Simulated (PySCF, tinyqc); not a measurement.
Orbital energy against energy difference: ionisation energy by orbital energies and by energy differences in the 6-31g basis, for CH2, spin multiplicity 1. Computed by the program tinyqc with PySCF. 

Geometry (angstrom):
```
atom,x,y,z
C,0.0000,0.0000,0.0000
H,0.0000,0.8340,0.6000
H,0.0000,-0.8340,0.6000
```

CCSD(T) difference in the same basis = 9.2753 eV

IP-EOM-CCSD = 9.2372 eV

The cation is unrestricted; errors are against CCSD(T) in this basis, not against experiment.

First vertical ionisation energy (eV):
```
method,-e(HOMO),E(cation) - E,error of -e(HOMO),error of the difference
HF,9.9682,8.568560,0.6929,-0.7067
LDA,4.7975,6.239829,-4.4778,-3.0355
PBE,4.5441,9.726937,-4.7312,0.4516
B3LYP,5.8582,9.853165,-3.4171,0.5779
PBE0,6.1229,9.699810,-3.1524,0.4245
CAM-B3LYP,7.6024,9.835883,-1.6729,0.5606
LC-wPBE,9.1263,9.790195,-0.1490,0.5149
```

Koopmans errs by +0.69 eV and Delta-HF by -0.71 eV: relaxation, 1.40 eV, lowers the value and the missing correlation difference works against it. The PBE level is off by -4.7 eV through the wrong tail of its potential, though its energy difference is off by +0.45 eV; exact exchange deepens the level, and among the orbital energies LC-wPBE comes closest; among the differences PBE0 does. The restricted reference is unstable here: a spin-polarised solution lies 0.0257 hartree lower (PySCF), so results built on it describe a poor reference.
